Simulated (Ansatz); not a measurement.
BNH3Cl (SMILES NBCl): name the method

The species is BNH3Cl (6 atoms), meant as a singlet with charge 0. As SMILES, `NBCl`. The shape is that of a PBE0-D4/def2-TZVP optimisation.

```xyz
6

N    -0.3956   -0.0078   -0.6580
B     0.3696   -0.1589    0.4837
Cl    0.5299    1.1893    1.6160
H    -0.5118   -0.7493   -1.3266
H    -0.8786    0.8445   -0.8882
H     0.9288   -1.1819    0.7271
```

A calculation with Ansatz 0.2.0 gave:

- total energy: -540.4894 Eh
- HOMO energy: -11.72 eV
- LUMO energy: 0.90 eV
- HOMO–LUMO gap: 12.61 eV

Question: Which of these levels gave the numbers?
A. HF/aug-cc-pVDZ
B. HF/3-21G
C. B3LYP/6-31G* (Cartesian functions)
D. B3LYP/6-31G* (spherical functions)

Answer: A. The others give -537.8173 Eh (HF/3-21G), -541.6856 Eh (B3LYP/6-31G* (spherical functions)), -541.6904 Eh (B3LYP/6-31G* (Cartesian functions)).
